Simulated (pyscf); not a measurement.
## Four-centre exchange: trichlorosilane (Cl–SiH(Cl)–Cl) + ammonia (NH₃) → H₂N–Si(Cl)(Cl)–Cl + hydrogen (H₂)

Gas phase, singlet surface, charge 0. Bonds broken: Si2–H5, N6–H7. Bonds formed: Si2–N6, H5–H7. PySCF, gas phase, ωB97X-D3(BJ)/def2-SVP geometries.

Transition state (Å):

```xyz
9

Cl    -0.2266    -0.3101     1.9801
Si    -0.9415    -0.3068     0.0498
Cl    -1.5842    -1.9996    -0.9293
Cl    -2.8231     0.5552     0.4278
H      0.6936    -0.8047    -0.4238
N     -0.2963     1.0490    -1.0389
H      0.5962     0.1308    -0.9202
H     -0.8033     1.1765    -1.9182
H     -0.1841     1.9571    -0.5816
```

One imaginary mode, 1533i cm⁻¹; descent along it reached the two sides named, in the forms told below.

```
bond    change  reactant side (Å)  saddle  product side
------  ------  -----------------  ------  ------------
Si2–H5  breaks              1.494   1.774           4.1
N6–H7   breaks              1.021   1.286           2.7
Si2–N6   forms              2.214   1.855         1.697
H5–H7    forms                2.7   1.064         0.761
```

Electronic energies relative to the separated reactants (kcal/mol):

```
level                   barrier  reaction energy  reverse barrier
----------------------  -------  ---------------  ---------------
ωB97X-D3(BJ)/def2-TZVP     37.4            -12.5             49.9
PBE/def2-TZVP              33.6             -9.5             43.1
r²SCAN/def2-TZVP           34.6            -12.2             46.8
B3LYP-D3(BJ)/def2-TZVP     38.2            -11.5             49.7
PBE0-D3(BJ)/def2-TZVP      34.2            -10.9             45.1
M06-2X/def2-TZVP           38.0            -13.9             51.9
ωB97M-D3(BJ)/def2-TZVP     37.9            -11.6             49.6
HF/def2-TZVP               59.8             -8.2             68.0
```

With ωB97M-D3(BJ)/def2-TZVP energies and thermal terms (ideal gas, 1 atm, RRHO with modes under 100 cm⁻¹ raised to 100, one conformer, R ln 2 for rigid chiral ones), in kcal/mol:

```tsv
T (K)	ΔH‡	ΔG‡	ΔH	ΔG
298	35.7	45.6	-15.2	-14.2
600	36.0	55.5	-13.6	-13.7
900	36.8	65.1	-12.4	-14.1
1200	37.7	74.5	-11.6	-14.8
```

On the reactant side the descent ends in an adduct with a N–Si contact (not fully relaxed), 5.7 kcal/mol under the separated species and 43.2 kcal/mol under the saddle at ωB97X-D3(BJ)/def2-TZVP. What is counted as formed (N–Si) is already present as a longer contact in the reactant adduct; forming that adduct is a step of its own. This is the saddle that the search found; another between the same sides may lie lower.
